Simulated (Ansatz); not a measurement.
A made-up structure of BH2S (charge -1), singlet:

```xyz
4
angstrom
B -0.1018 0.0271 -0.0520
S 1.5876 -0.4226 0.8107
H -1.2791 -0.5997 0.2549
H -0.2068 0.9952 -1.0136
```

It is relaxed with PBE-D4/def2-SVPD and then PBE0-D4/def2-TZVPD (Ansatz 0.2.0). Atoms count as bonded within 1.22 times the sum of their covalent radii (H–H: 0.88 Å). The end point is not checked to be a true minimum.

Q: Does its bonding change? (A judgement: the text doesn't fix the answer.)

A: Computed: No: no bond forms or breaks.

Where it ends: The first stage lowers the energy by 0.64 eV in 4 steps. It ends as BH₂S ([BH2][S]), total charge -1:
```csv
atom,x (Å),y (Å),z (Å)
B1,-0.0909,0.0242,-0.0464
S2,1.4175,-0.3774,0.7238
H3,-1.1420,-0.5355,0.2276
H4,-0.1846,0.8887,-0.9050
```

Labels in which every atom is bracketed show which atoms are joined, not bond orders.

For scale, one of the runs: PBE0-D4/def2-TZVPD relaxation, 101 basis functions, launched by `ansatz run in.yaml --threads 2 --pin off --events-out ev --progress --plain --max-ram 4352MiB`. The run took about 6 s on 2 CPU threads of an Arm Neoverse V1 (shared host).
